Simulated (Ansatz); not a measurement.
```yaml
crystal:
  periodic: [false, false, false]
  atoms:
    - {symbol: Hf, position_ang: [-0.382064, 0.002454, 0.001971]}
    - {symbol: Si, position_ang: [2.167966, -0.013925, -0.011186]}
    - {symbol: H, position_ang: [2.406946, -1.465496, -0.006495]}
    - {symbol: H, position_ang: [2.427381, 0.714588, 1.240284]}
    - {symbol: H, position_ang: [2.414357, 0.704350, -1.271189]}
basis:
  gaussian: {orbitals: def2-TZVP}
magnetization: {spin_polarized: true, initial_magnetization: 5}
hamiltonian: {xc: pbe0}
relax: {f_tol: 0.004, max_steps: 80}
```

```sh
$ ansatz run in.yaml --threads 1 --pin off --events-out ev --progress --plain --max-ram 2176MiB
```

Steps of the relaxation (energy above the last step; positions in Å, forces in eV/Å):

```
5
step 1, 362.3 meV
Hf   -0.382    0.002    0.002   -1.445    0.021    0.027
Si    2.168   -0.014   -0.011   -0.308   -0.033   -0.059
H     2.407   -1.465   -0.006    0.593   -0.295    0.010
H     2.427    0.715    1.240    0.566    0.157    0.272
H     2.414    0.704   -1.271    0.594    0.151   -0.250
```

```
5
step 2, 49.8 meV
Hf   -0.580    0.006    0.007   -0.508    0.010    0.015
Si    2.095   -0.015   -0.014   -0.060   -0.011   -0.019
H     2.500   -1.454   -0.006    0.197    0.049   -0.002
H     2.512    0.706    1.227    0.175   -0.021   -0.036
H     2.508    0.698   -1.260    0.197   -0.027    0.042
```

```
5
step 3, 6.2 meV
Hf   -0.691    0.011    0.015   -0.149    0.005    0.007
Si    2.051   -0.017   -0.017    0.328   -0.014   -0.023
H     2.558   -1.428   -0.009   -0.058    0.017    0.000
H     2.552    0.693    1.203   -0.063    0.001    0.002
H     2.565    0.683   -1.239   -0.058   -0.009    0.015
```

```
5
step 4, 1.3 meV
Hf   -0.700    0.013    0.018   -0.077    0.003    0.005
Si    2.067   -0.018   -0.019    0.129   -0.005   -0.008
H     2.557   -1.432   -0.010   -0.015    0.018    0.000
H     2.545    0.695    1.208   -0.022   -0.007   -0.012
H     2.564    0.684   -1.244   -0.015   -0.009    0.016
```

```
5
step 7, 0.0 meV
Hf   -0.716    0.019    0.029    0.000    0.000    0.000
Si    2.078   -0.021   -0.024    0.000    0.000    0.000
H     2.568   -1.433   -0.013    0.000    0.000    0.000
H     2.530    0.695    1.207    0.000    0.000    0.000
H     2.575    0.682   -1.246    0.000    0.000    0.000
```

Close pairs at the end: Si2–H5 1.495 Å, Si2–H3 1.495 Å, Si2–H4 1.495 Å, Hf1–Si2 2.794 Å.

A stationary point of unrestricted PBE0 after 7 steps, with ⟨S²⟩ = 8.754 against 8.75 for a pure state; no frequencies were run, so it isn't proven a minimum. 4.4 min on 1 thread of Arm Neoverse V1, shared host.
